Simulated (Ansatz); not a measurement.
**SiBH5 (SMILES B[SiH3]): single points off equilibrium**

One table from this session's results is given with a row withheld; the runs are named, their logs left out.

The runs use Ansatz 0.2.0, Gaussian basis; single points in def2-TZVPP.

Correlated methods freeze the cores.

**The system as given**

SMILES `B[SiH3]`, 7 atoms, charge 0, spin multiplicity 1.

Atoms are counted from 1 here; the program's logs count them from 0.

Bond lengths: B1–Si2 1.884 Å, B1–H3 1.137 Å, B1–H4 1.163 Å, Si2–H5 1.452 Å, Si2–H6 1.549 Å, Si2–H7 1.367 Å. Angles: Si2–B1–H3 122.9°, Si2–B1–H4 114.1°, H3–B1–H4 122.8°, B1–Si2–H5 116.1°, B1–Si2–H6 114.8°, B1–Si2–H7 122.5°, H5–Si2–H6 97.2°, H5–Si2–H7 103.6°, H6–Si2–H7 98.4°.

Geometry (Å):

```xyz
7
charge 0, multiplicity 1
B    -0.07990   -1.17730    0.21660
Si    0.13020    0.65390   -0.17470
H    -1.09730   -1.67140    0.33680
H     0.91710   -1.77530    0.23820
H    -0.54310    1.13420   -1.36770
H    -0.54940    1.61670    0.83130
H     1.35530    1.25790   -0.23130
```

Set-up of the first run:

File run/in.yaml:

```yaml
crystal:
  periodic: [false, false, false]
  atoms:
    - {symbol: B, position_ang: [-0.079900, -1.177300, 0.216600]}
    - {symbol: Si, position_ang: [0.130200, 0.653900, -0.174700]}
    - {symbol: H, position_ang: [-1.097300, -1.671400, 0.336800]}
    - {symbol: H, position_ang: [0.917100, -1.775300, 0.238200]}
    - {symbol: H, position_ang: [-0.543100, 1.134200, -1.367700]}
    - {symbol: H, position_ang: [-0.549400, 1.616700, 0.831300]}
    - {symbol: H, position_ang: [1.355300, 1.257900, -0.231300]}
basis:
  gaussian: {orbitals: def2-TZVPP}
correlation: {method: ccsd_t}
output: {forces: true}
```

The command line of these runs was not kept.

Among the steps run: CCSD(T)/def2-TZVPP; PBE0-D4/def2-TZVPP; wB97M-V/def2-TZVPP; r2SCAN-D4/def2-TZVPP; PBE-D4/def2-TZVPP; r2SCANh-D4/def2-TZVPP; BHLYP-D4/def2-TZVPP.

One of the session's tables, all rows but one given; the rest of the session is left out.

| method | RMS force component (eV/Å) | angle to CCSD(T) forces (°) | dipole (D) |
| --- | --- | --- | --- |
| CCSD(T) | 1.169 | reference | 1.03 |
| PBE0-D4 | 1.118 | 5.4 | 0.92 |
| wB97M-V | 1.111 | 2.7 | 1.03 |
| r2SCAN-D4 | 1.094 | 5.9 | 0.86 |
| PBE-D4 | 1.090 | 11.7 | 0.75 |
| r2SCANh-D4 | ? | ? | ? |
| BHLYP-D4 | 1.154 | 5.0 | 1.10 |

Q: Estimate the row for r2SCANh-D4 from the others.

The run gave: RMS force component (eV/Å): 1.104; angle to CCSD(T) forces (°): 4.3; dipole (D): 0.91. In the column «RMS force component (eV/Å)» it lies between r2SCAN-D4 (1.094) and wB97M-V (1.111).
